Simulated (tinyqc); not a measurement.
Worked calculation: Hueckel theory of the pi electrons, for the molecule [CH2]C=CC=CN (SMILES; centres numbered as the heavy atoms are written). One step of it, computed by the program tinyqc.

Task: Orbitals. Diagonalise; E = alpha + x beta with beta < 0, so the largest x are filled first; degenerate levels share their electrons. P = sum n_i c_ri c_si; each orbital has its largest coefficient positive (the first on a tie).

Hueckel matrix in units of beta (H = alpha + beta A), order 1C, 2C, 3C, 4C, 5C, 6N:
$$\begin{pmatrix}
0.000000 & 1.000000 & 0.000000 & 0.000000 & 0.000000 & 0.000000 \\
1.000000 & 0.000000 & 1.000000 & 0.000000 & 0.000000 & 0.000000 \\
0.000000 & 1.000000 & 0.000000 & 1.000000 & 0.000000 & 0.000000 \\
0.000000 & 0.000000 & 1.000000 & 0.000000 & 1.000000 & 0.000000 \\
0.000000 & 0.000000 & 0.000000 & 1.000000 & 0.000000 & 0.800000 \\
0.000000 & 0.000000 & 0.000000 & 0.000000 & 0.800000 & 1.500000
\end{pmatrix}$$

pi electrons, sum of z_r less the charge = 7

Give: x values; occupations; coefficients; charge and bond-order matrix P.

Result:

x values: [2.0173, 1.5941, 0.8349, -0.1275, -1.0680, -1.7508]

occupations: [2.0000, 2.0000, 2.0000, 1.0000, 0.0000, 0.0000]

coefficients, order 1C, 2C, 3C, 4C, 5C, 6N:
$$\begin{pmatrix}
0.0880 & 0.3395 & -0.5084 & 0.5615 & -0.4778 & 0.2738 \\
0.1776 & 0.5413 & -0.4245 & -0.0716 & 0.5103 & -0.4794 \\
0.2702 & 0.5233 & 0.1540 & -0.5523 & -0.0672 & 0.5655 \\
0.3675 & 0.2930 & 0.5531 & 0.1420 & -0.4385 & -0.5107 \\
0.4711 & -0.0563 & 0.3077 & 0.5342 & 0.5355 & 0.3287 \\
0.7286 & -0.4784 & -0.3702 & -0.2626 & -0.1668 & -0.0809
\end{pmatrix}$$

charge and bond-order matrix P, order 1C, 2C, 3C, 4C, 5C, 6N:
$$\begin{pmatrix}
1.0783 & 0.7903 & -0.0638 & -0.2190 & 0.0317 & 0.0323 \\
0.7903 & 1.0145 & 0.5713 & -0.0320 & -0.1931 & 0.0739 \\
-0.0638 & 0.5713 & 1.0463 & 0.5971 & -0.0047 & -0.0760 \\
-0.2190 & -0.0320 & 0.5971 & 1.0736 & 0.7295 & -0.1916 \\
0.0317 & -0.1931 & -0.0047 & 0.7295 & 0.9250 & 0.3721 \\
0.0323 & 0.0739 & -0.0760 & -0.1916 & 0.3721 & 1.8623
\end{pmatrix}$$
